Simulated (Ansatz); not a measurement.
**One elementary step**

Start structure (AlH2ClO, closed shell), relaxed at PBE0-D4/def2-TZVP:

```
atom    x (Å)    y (Å)    z (Å)
 Al1  -0.2581  -0.4137   0.0255
  O2   0.3556   0.8554  -0.8951
  H3  -1.1122  -1.5224  -0.6714
 Cl4   0.1299  -0.4887   2.0839
  H5   0.8848   1.5694  -0.5429
```

The step: AlH₂ClO ([OH][AlH][Cl]) → AlCl + H₂O (still joined by a long Al–O bond); bonds formed: O2–H3; bonds broken: Al1–H3; bonds weakened to dative contacts: Al1–O2. Ansatz 0.2.0; basis: def2-TZVPP and def2-QZVPP; cores frozen in the correlated methods. Extrapolation: Hartree–Fock as exp(−7.88 √X), correlation as X^−2.97. Energies below are by CCSD(T) at an estimated basis limit (MP2 extrapolated from triple and quadruple zeta, plus CCSD(T) − MP2 in triple zeta).

**Question.** What are the electronic barrier and the energy of the step, from the start structure to the end structure? (To be estimated.)

**Answer.** By the calculation: Barrier 3.131 eV; step energy 1.652 eV (uphill); reverse barrier, their difference, 1.479 eV. Barrier and step energy count from the start structure, the reverse barrier from the end structure.

The saddle point: One imaginary mode of 1484i cm⁻¹.
| pair | start (Å) | saddle (Å) | end (Å) |
| --- | --- | --- | --- |
| O2–H3 | 2.80 | 1.34 | 0.96 |
| Al1–O2 | 1.68 | 1.81 | 2.19 |
| Al1–H3 | 1.56 | 1.72 | 2.85 |

Zero-point energy (harmonic, PBE0-D4): ZPE is 0.603 eV at the start and 0.502 eV at the saddle, so the barrier goes from 3.131 to 3.030 eV.

First-order rate constant out of the start structure at 298 K by transition-state theory, with harmonic vibrational free energies alone and no tunnelling: ΔA‡ = 3.020 eV, so k = (kB T/h) exp(−ΔA‡/kB T) ≈ 10^-38 s⁻¹ (an order of magnitude at best: rotation, the number of equivalent paths and anharmonicity are left out).

The T1 diagnostic stays at or below 0.017. The restricted Hartree–Fock reference is unstable towards an unrestricted one at one or more of these structures.

Labels in which every atom is bracketed show which atoms are joined, not bond orders.

For scale, one of the runs: CCSD(T)/def2-TZVPP, 143 basis functions, launched by `ansatz run in.yaml --threads 2 --pin off --events-out ev --progress --plain --max-ram 4352MiB`. The run took 9.5 s on 2 CPU threads of an Arm Neoverse V2 (shared host), with 0.77 GiB of host memory at its peak.
